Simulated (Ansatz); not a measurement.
System: cubic perovskite BaTiO3 (cubic high-temperature phase). Method: LDA (Ansatz, a first-principles code, PAW).

Settings: plane-wave cutoff 520 eV, 6×6×6 k mesh, no spin polarisation, scalar-relativistic PAW data made under PBE.

Computed at the level's own relaxed cell.

Hill averages of the elastic tensor: K = 195.5 GPa, G = 124.9 GPa. Volume 12.183 Å³/atom, mean atomic mass 46.638 u.

**Question.** Work out the density, the sound velocities of a polycrystal and the elastic Debye temperature at this level.

**Answer.** ρ = 1.66054 × 46.638/12.183 = 6.357 g/cm³. v_l = √[(K + 4G/3)/ρ] = 7.547 km/s and v_t = √(G/ρ) = 4.433 km/s. The mean follows from 3/v_m³ = 1/v_l³ + 2/v_t³: v_m = 4.914 km/s. Θ_D = (ħ/k_B) v_m (6π²/V)^(1/3) = 76.38 K Å s/km × 4.914 × 1.6939 Å⁻¹ = 636 K, counting all atoms of the cell.

Note: the relaxation could not lower the start's symmetry, so the cell can be a saddle point above a distorted one.
